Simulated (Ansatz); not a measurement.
Abridged output of a molecular run in Ansatz:

```
Functional definition: HF
539 factors; integrals over basis functions are off by at most 1.2e-3 eV
mean field evaluation 1: about -20381.1761 eV, gradient 1.2e1 eV
mean field evaluation 2: about -20381.1782 eV, gradient 1.2e1 eV
mean field evaluation 4: about -20381.7600 eV, gradient 1.2e0 eV
mean field evaluation 8: about -20381.7707 eV, gradient 1.3e-3 eV
mean field -20381.77070262 eV, -749.0162580609 hartree, gradient 1.2e-6 eV, S^2 0.000000; 0 other end points of the search recorded, 0 dependent functions left out; unrestricted orbitals would lower it
10 core orbitals not correlated: weight in the atoms' cores, before any rotation towards them, 1.000 or more for the frozen orbitals, at most 0.000 for the correlated occupied ones
reference -20381.77070262 eV, -749.0162580609 hartree; 6, 6 occupied and 35, 35 virtual orbitals, 539 factors
second order -5.94713839 eV of doubles, -0.00000000 eV of singles
cycle   1  -6.56663668 eV  change   -6.2e-1 eV  update   7.4e-2
cycle   2  -6.81305137 eV  change   -2.5e-1 eV  update   2.8e-2
cycle   3  -6.85359800 eV  change   -4.1e-2 eV  update   1.2e-2
cycle   4  -6.84989690 eV  change    3.7e-3 eV  update   4.2e-3
cycle   5  -6.84973118 eV  change    1.7e-4 eV  update   1.2e-3
cycle   6  -6.84976534 eV  change   -3.4e-5 eV  update   4.1e-4
cycle   7  -6.84973228 eV  change    3.3e-5 eV  update   1.4e-4
cycle   8  -6.84976078 eV  change   -2.8e-5 eV  update   4.4e-5
cycle   9  -6.84975703 eV  change    3.7e-6 eV  update   1.4e-5
perturbative correction -0.17981627 eV, -0.0066081262 hartree
Total energy: -20388.80027592 eV, -749.2745901150 hartree
```

Its atoms:

Cartesian coordinates in Å:
```
Si -0.7168 -0.3140 -0.2625
Cl 0.7169 -0.5268 1.2255
H -0.0001 0.8408 -0.9629
```

Which basis set was used?
A. cc-pV(Q+d)Z
B. cc-pV(T+d)Z
C. cc-pV(D+d)Z
D. def2-TZVPP

C. It gives 51 functions.

Write the keys of the input that set method, charge and spin (a neutral closed shell needs none for the last two).


```yaml
correlation: {method: ccsd_t}
```
